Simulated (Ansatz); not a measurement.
A small benchmark: vertical ionisation energy

8 molecules; the vertical ionisation energy in eV, computed less measured. Shapes, held fixed at every level: PBE0-D4/def2-TZVP. No vibrational averaging. Programs: Ansatz 0.2.0. Measured values: NIST CCCBDB.

Levels: A = B3LYP-D4/def2-TZVPP; B = CCSD/def2-TZVPP; C = CCSD(T)/CBS estimate.

| molecule | measured | A | B | C |
| --- | --- | --- | --- | --- |
| Cl2 (chlorine) | 11.49 | -0.09 | -0.01 | +0.19 |
| HF (hydrogen fluoride) | 16.12 | +0.13 | -0.18 | +0.15 |
| H2S (SMILES S) | 10.50 | -0.08 | -0.26 | +0.01 |
| C2H2 (acetylene) | 11.49 | -0.10 | -0.20 | +0.05 |
| H2CO (SMILES C=O) | 10.88 | 0.00 | -0.11 | +0.12 |
| NH3 (ammonia) | 10.82 | +0.10 | -0.12 | +0.13 |
| C2H4 (ethylene) | 10.68 | -0.05 | -0.15 | +0.10 |
| CH4S (methanethiol) | 9.44 | -0.04 | -0.12 | +0.11 |

(1) Which level does best on this set, which worst, and which err to one side?

Results:

(1) 
```csv
level,kind,mean error,mean absolute error,worst case
B3LYP-D4/def2-TZVPP,global hybrid,-0.016,0.074,HF
CCSD/def2-TZVPP,coupled cluster or CI,-0.144,0.144,H2S
CCSD(T)/CBS estimate,coupled cluster or CI,+0.107,0.107,Cl2
```

On this set B3LYP-D4/def2-TZVPP has the smallest mean absolute error and CCSD/def2-TZVPP the largest. CCSD/def2-TZVPP is too low in 8 of 8; CCSD(T)/CBS estimate is too high in 8 of 8. The levels differ in basis as well as in method. The smallest two are near a tie. The largest two are near a tie. The CBS estimate extrapolates MP2 from def2-TZVPP and def2-QZVPP and adds CCSD(T) − MP2 in the triple-zeta set, cores frozen. The set is small.
